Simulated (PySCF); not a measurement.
CH₂O, SMILES C=O, point group C2v.

Force field and properties: B3LYP/pcJ-1 (PySCF, grid level 2). Vibrational terms come from second-order perturbation theory with semi-diagonal cubic constants, by steps of ±0.6 along the normal coordinates of each isotopologue. The parent has the commonest isotopes.

Equilibrium geometry (Å):

| atom | x | y | z |
| --- | --- | --- | --- |
| C1 | 0.0051 | 0.0057 | -0.0227 |
| O2 | 1.1875 | -0.2023 | -0.0462 |
| H3 | -0.7378 | -0.8158 | 0.0126 |
| H4 | -0.4138 | 1.0316 | -0.0351 |

Species: ¹⁷O at 2. Output of the displacement run:

```
mode    cm-1    km/mol   phi_rrr   E(+)/cm-1  E(-)/cm-1
  1   1200.32     3.27      -0.2     216.75     216.79
  2   1270.90    14.68      -0.0     229.18     229.38
  3   1542.44    10.71     -26.0     276.77     278.65
  4   1806.55   105.54    -540.1     306.55     345.39
  5   2878.28    63.70   -1337.7     472.76     568.92
  6   2931.56   169.98      -5.5     530.74     531.13
```

For the shielding of H3 (σe = 21.74 ppm):

| mode | ω (cm⁻¹) | Σr φrrs (cm⁻¹) | ∂σ/∂q | ∂²σ/∂q² |
| --- | --- | --- | --- | --- |
| 1 | 1200 | 0 | 0.000 | -0.340 |
| 2 | 1271 | 0 | -0.272 | -0.485 |
| 3 | 1542 | 269 | 0.067 | -0.616 |
| 4 | 1807 | -534 | -0.424 | -0.247 |
| 5 | 2878 | -2091 | -0.811 | 0.074 |
| 6 | 2932 | -3 | -0.830 | 0.186 |

**Question.** Work out the zero-point average of this shielding.

**Answer.** With ⟨qs⟩ = −Σr φrrs/(4ωs) and ⟨qs²⟩ = 1/2: the mean displacements are 0.000, 0.000, -0.044, 0.074, 0.182, 0.000. The anharmonic term Σ (∂σ/∂q)⟨q⟩ is -0.18 ppm, the harmonic term ¼ Σ ∂²σ/∂q² is -0.36 ppm, so ⟨σ⟩ = 21.20 ppm.
